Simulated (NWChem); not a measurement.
**[HO2]− (SMILES [O-]O): levels of theory compared**

We compute a comparison of 6 runs (HF/def2-TZVPPD, B3LYP/6-31G*, M06-2X/def2-TZVPPD, PBE0/def2-TZVPPD, CCSD(T)/def2-TZVPPD) of [HO2]−. 

The calculation is run with NWChem 7.3.0.

2 further runs of the same task are left out: 1 that didn't finish, 1 set aside as unsound or not needed. Runs told in other sessions of the task aren't counted.

### Step 1. The system as given

[HO2]− has 3 atoms, charge -1, and is taken as a singlet. As SMILES, `[O-]O`. The O1–O2 distance was set to 1.923 Å, away from the relaxed value. At this shape a bond of the SMILES string is far longer than usual.

Bond lengths: O2–H3 0.961 Å. A long bond or contact: O1–O2 1.923 Å.

### Step 2. The energy at HF/def2-TZVPPD (run 1)

Input file ho2.xyz:

```xyz
3

O     -0.392411     1.467044    -0.050853
O     -0.242260    -0.445880    -0.180750
H      0.600030    -0.579720     0.261570
```

Input file ho2.nw:

```
START ho2
memory total 2200 mb
charge -1

GEOMETRY noautosym nocenter noautoz
load ho2.xyz
END

BASIS "ao basis" spherical bse
* library def2-TZVPPD
END

SCF
thresh 1e-08
maxiter 80
print medium
END

TASK scf
```

Command:

```sh
$ nwchem ho2.nw > ho2.out
```

Log:

```text
[...]
  functions       =    97
[...]
  wavefunction    = RHF
[...]
         Total SCF energy =   -150.182201457211
      One-electron energy =   -260.585460616965
      Two-electron energy =     86.543136419734
 Nuclear repulsion energy =     23.860122740020
        Time for solution =     23.7s
[...]
```

Run time: 25 s. Hardware: 1 thread of Intel Xeon Platinum 8375C at 2.90GHz (Ice Lake), shared host; peak memory 0.1 GiB.

### Step 3. A single-point energy at B3LYP/6-31G(d) (Cartesian functions) (run 2)

Input file ho2.nw:

```
START ho2
TITLE "HO2"
memory 2200 mb
charge -1

GEOMETRY noautosym nocenter noautoz
   O     -0.392411     1.467044    -0.050853
   O     -0.242260    -0.445880    -0.180750
   H      0.600030    -0.579720     0.261570
END

BASIS
   O library 6-31G*
   H library 6-31G*
END

DFT
   xc b3lyp
   grid xfine
   convergence energy 1e-08
   iterations 100
   mulliken
   print low
END

TASK dft energy
```

Command:

```sh
$ nwchem ho2.nw > ho2.out
```

Log:

```text
[...]
 d= 0,ls=0.0,diis     1   -150.7029355733 -1.75D+02  4.18D-02  1.49D+00     0.5
[...]
 d= 0,ls=0.0,diis    10   -150.8550639711 -2.02D-09  5.78D-07  2.50D-10     3.9
         Total DFT energy =     -150.855063971126
      One electron energy =     -261.376471614230
           Coulomb energy =      104.339217901729
    Exchange-Corr. energy =      -17.677932998644
 Nuclear repulsion energy =       23.860122740020
[...]
      Total Density - Mulliken Population Analysis
     ---------------------------------------------
    Atom       Charge   Shell Charges
 -----------   ------   -------------------------------------------------------
    1 O    8     8.60   1.99  0.94  2.64  1.10  1.97 -0.04
    2 O    8     8.70   1.99  0.91  2.78  1.06  1.95 -0.00
    3 H    1     0.70   0.51  0.19
[...]
```

Wall time 4.8 s (1 thread of Intel Xeon Platinum 8375C at 2.90GHz (Ice Lake), shared host); peak memory 0.11 GiB.

Run 3 isn't shown in full; the table further down has it.

### Step 4. A single-point energy at B3LYP/6-31G(d) (spherical functions) (run 4)

Input file ho2.nw:

```
start ho2
memory 2200 mb
charge -1

geometry noautosym nocenter noautoz
   O       -0.392411       1.467044      -0.050853
   O       -0.242260      -0.445880      -0.180750
   H        0.600030      -0.579720       0.261570
end

basis spherical bse
   * library 6-31G*
end

dft
   xc b3lyp
   grid xfine
   convergence energy 1e-08
   maxiter 100
   mulliken
end

task dft energy
```

Command:

```sh
$ nwchem ho2.nw > ho2.out
```

Log:

```text
[...]
          Wavefunction type:  closed shell.
          No. of atoms     :     3
          No. of electrons :    18
[...]
          Charge           :    -1
          Spin multiplicity:     1
[...]
          AO basis - number of functions:    30
[...]
              XC Information
              --------------
                         B3LYP Method XC Potential
                     Hartree-Fock (Exact) Exchange  0.200
                        Slater Exchange Functional  0.800 local
                    Becke 1988 Exchange Functional  0.720 non-local
              Lee-Yang-Parr Correlation Functional  0.810
                  VWN I RPA Correlation Functional  0.190 local
[...]
 d= 0,ls=0.0,diis     1   -150.7023438143 -1.75D+02  4.40D-02  1.38D+00     0.5
[...]
 d= 0,ls=0.0,diis    10   -150.8513068665 -2.94D-09  5.50D-07  3.22D-10     3.3
         Total DFT energy =     -150.851306866475
      One electron energy =     -261.409991485232
           Coulomb energy =      104.392838781851
    Exchange-Corr. energy =      -17.694276903114
 Nuclear repulsion energy =       23.860122740020
[...]
      Total Density - Mulliken Population Analysis
     ---------------------------------------------
    Atom       Charge   Shell Charges
 -----------   ------   -------------------------------------------------------
    1 O    8     8.61   2.00  0.94  2.64  1.05  1.98  0.00
    2 O    8     8.71   2.00  0.92  2.78  1.02  1.97  0.02
    3 H    1     0.68   0.51  0.18
[...]
```

Run time: 4.2 s. Hardware: 1 thread of Intel Xeon Platinum 8375C at 2.90GHz (Ice Lake), shared host; peak memory 0.12 GiB.

Run 5 isn't shown in full; the table further down has it.

### Step 5. The energy at CCSD(T)/def2-TZVPPD (run 6)

Input file ho2.nw:

```
start ho2
title "HO2"
memory 2200 mb
charge -1

geometry noautosym nocenter noautoz
  O       -0.392411       1.467044      -0.050853
  O       -0.242260      -0.445880      -0.180750
  H        0.600030      -0.579720       0.261570
end

basis spherical bse
  O library def2-TZVPPD
  H library def2-TZVPPD
end

scf
  thresh 1e-08
  maxiter 80
  print low
end

ccsd
  freeze core 2
  maxiter 60
end

task ccsd(t)
```

Command:

```sh
$ nwchem ho2.nw > ho2.out
```

Log:

```text
[...]
  functions       =    97
[...]
  wavefunction    = RHF
[...]
         Total SCF energy =   -150.182201457217
      One-electron energy =   -260.585460616965
      Two-electron energy =     86.543136419728
 Nuclear repulsion energy =     23.860122740020
        Time for solution =     16.9s
[...]
 Total MP2 energy:           -150.685805136888234
[...]
             energy      energy      error      ampl     ampl      Block
                                                time     time      time
[...]
 Total CCSD energy:           -150.698920231386580
[...]
 Total CCSD+T(CCSD) energy:           -150.735194250200834
[...]
 Total CCSD(T) energy:                -150.729763049306626
[...]
```

Run time: 3.8 min. Hardware: 1 thread of Intel Xeon Platinum 8375C at 2.90GHz (Ice Lake), shared host; peak memory 0.22 GiB.

### Step 6. Overview of the runs

```csv
run,level,Cartesian functions,iteration cap,energy (Eh),wall time
1,HF/def2-TZVPPD,no,80,-150.182201,25 s
2,B3LYP/6-31G* (Cartesian functions),yes,100,-150.855064,4.8 s
3,M06-2X/def2-TZVPPD,no,100,-150.898664,18 s
4,B3LYP/6-31G* (spherical functions),no,100,-150.851307,4.2 s
5,PBE0/def2-TZVPPD,no,100,-150.805407,11 s
6,CCSD(T)/def2-TZVPPD,no,80,-150.729763,3.8 min
```

### Step 7. Outcome

| quantity | value |
| --- | --- |
| run 6: total energy | -150.72976 Eh |
| run 6: correlation energy (2 core orbitals frozen) | -547.6 mEh |
| run 6: (T) correction | -30.84 mEh |

Over runs 1, 4, 5 the HOMO–LUMO gap runs from 3.70 eV (B3LYP/6-31G*) to 11.12 eV (HF/def2-TZVPPD). The two ends differ in method and basis. The empty levels of an anion lie above zero and hang on the basis. Totals of different functionals can't be ranked against each other. In run 4 the HOMO lies above zero, from self-interaction, a short basis or an electron that isn't bound. All runs together took 4.8 min, the longest 3.8 min.
